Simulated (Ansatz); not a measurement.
**CH₃Si (doublet): from Hartree-Fock to the top rungs, cc-pVTZ**

An exercise on one series of results from a longer session: the logs are not shown, and one member is left open.

The runs use Ansatz 0.2.0, Gaussian basis; cc-pVTZ, core rule «outside noble gas», up to 6 orbitals frozen.

The runs, in order: UHF; CCSD(T) on ROHF; CCSD(T) on UHF; BCCD(T) on ROHF; CCSDT(Q) on ROHF; CCSDT(Q) on UHF; CASSCF and NEVPT2, 11 electrons in 11 orbitals.

5 further runs of the same task are left out: 1 for a known fault of the program, 4 set aside as unsound or not needed.

### What is computed

The geometry is a PBE0/def2-TZVP stationary point (not a proven minimum).

5 atoms, charge 0, spin multiplicity 2.

Atoms are counted from 1 here; the program's logs count them from 0.

Bond lengths: Si1–C2 1.889 Å, C2–H3 1.094 Å, C2–H4 1.094 Å, C2–H5 1.104 Å. Angles: Si1–C2–H3 114.9°, Si1–C2–H4 114.9°, Si1–C2–H5 103.3°, H3–C2–H4 109.8°, H3–C2–H5 106.5°, H4–C2–H5 106.5°.

The first run:

Contents of in.yaml:

```yaml
crystal:
  periodic: [false, false, false]
  atoms:
    - {symbol: Si, position_ang: [-0.001312, 0.000000, 0.686035]}
    - {symbol: C, position_ang: [-0.011727, 0.000000, -1.202731]}
    - {symbol: H, position_ang: [-0.442590, -0.894419, -1.661140]}
    - {symbol: H, position_ang: [-0.442590, 0.894419, -1.661140]}
    - {symbol: H, position_ang: [1.061461, 0.000000, -1.461718]}
basis:
  gaussian: {orbitals: cc-pVTZ}
magnetization: {spin_polarized: true, initial_magnetization: 1}
hamiltonian: {xc: hf}
output: {orbitals: {seedname: orbitals}}
```

Started as:

```sh
ansatz run in.yaml --threads 1 --pin off --events-out ev --progress --plain --max-ram 4096MiB --backend cpu
```

Among the steps run: UHF; CCSD(T) on ROHF; CCSD(T) on UHF; BCCD(T) on ROHF; CCSDT(Q) on ROHF; CCSDT(Q) on UHF; CASSCF and NEVPT2, 11 electrons in 11 orbitals.

One table of the session follows, with a row left open; its other results are not shown here.

```
        method  from UCCSDT(Q) (meV)
          ROHF               +8383.7
           UHF                     ?
          RMP2               +1196.5
          UMP2               +1233.2
         RCCSD                +348.2
         UCCSD                +342.7
      RCCSD(T)                 +39.5
      UCCSD(T)                 +39.5
       BCCD(T)                 +38.4
        RCCSDT                 +13.8
        UCCSDT                 +12.9
     RCCSDT(Q)                  +1.2
     UCCSDT(Q)                     0
CASSCF valence               +5559.2
NEVPT2 valence               +1435.2
```

Q: Estimate the row for UHF from the others.

The run gave: from UCCSDT(Q) (meV): +8242.2. In the column «from UCCSDT(Q) (meV)» it lies between CASSCF valence (+5559.2) and ROHF (+8383.7).

With the free atoms at the same levels and basis (separate runs), the atomisation energy is 15.998 eV at UCCSDT(Q), 15.997 eV at RCCSD(T), 15.994 eV at UCCSD(T), 12.412 eV at ROHF.

Limits of these values: Restricted and unrestricted rows rest on different reference determinants; where their highest levels disagree by more than a few hundredths of an eV, they describe different states and don't form one ladder.
